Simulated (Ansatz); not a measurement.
We consider anatase TiO₂ (metastable phase), described by revPBE in Ansatz (plane waves, PAW).

Numerical settings: plane-wave cutoff 520 eV, 12×12×12 k mesh, Fermi–Dirac smearing 0.01 eV, no spin polarisation, scalar-relativistic PAW data made under PBE.

A third-order Birch–Murnaghan fit to the energies gives V0 = 11.870 Å³/atom, B0 = 167 GPa, B′ = 2.7.

| V (Å³/atom) | P (GPa) |
|---|---|
| 11.395 | 7.18 |
| 11.633 | ___ |
| 11.870 | -0.01 |
| 12.108 | -3.22 |
| 12.345 | ___ |

Question: Estimate the withheld pressures from this fit; the answers are the runs' own values.

Answer: 
- 11.633, P (GPa): 3.46
- 12.345, P (GPa): -6.18

The formula P = (3/2) B0 (x^(7/3) − x^(5/3)) [1 + (3/4)(B′ − 4)(x^(2/3) − 1)] with x = V0/V meets the computed pressures within 0.04 GPa when these rounded values are put in.

Shape and atoms are relaxed at each volume.

Note: the bulk modulus comes from volumes at which shape and atoms were relaxed.

Static lattice: no zero-point or thermal effects.

Ansatz is an electronic-structure program.
